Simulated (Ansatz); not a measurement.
C3H6O2 can be A, `COC1CO1`, or B, `COCC=O`.

Computed with Ansatz on PBE0-D4/def2-TZVP structures; ΔE is electronic, products minus reactants. CCSD(T)/CBS adds triple-zeta CCSD(T) − MP2 to the extrapolated MP2 energy (def2 sets, frozen cores). DFT in def2-TZVPP. B3LYP here is the variant with VWN-RPA as its local correlation; programs differ in this. Each species was taken in one conformer, which may not be the lowest.

(1) Which is lower in electronic energy at CCSD(T)/CBS, and by how much? (An estimate is asked.)

(2) Give E(B) − E(A) in kJ/mol with CCSD/def2-TZVPP, B3LYP-D4, CCSD(T)/def2-TZVPP, MP2/def2-TZVPP, r2SCAN-D4, PBE0-D4, PBE-D4. (Best estimate.)

Largest T1 diagnostic: 0.013.

Results:

(1) The calculation gave: B, by 62.0 kJ/mol.

(2) Computed: CCSD/def2-TZVPP -64.0, B3LYP-D4 -68.6, CCSD(T)/def2-TZVPP -62.9, MP2/def2-TZVPP -56.9, r2SCAN-D4 -53.9, PBE0-D4 -50.7, PBE-D4 -52.8. None reverses the order clearly.

In def2-TZVPP, CCSD(T) changes the Hartree–Fock value by +18.1 kJ/mol (the triples alone add +1.1 kJ/mol) and MP2 by +24.1 kJ/mol.
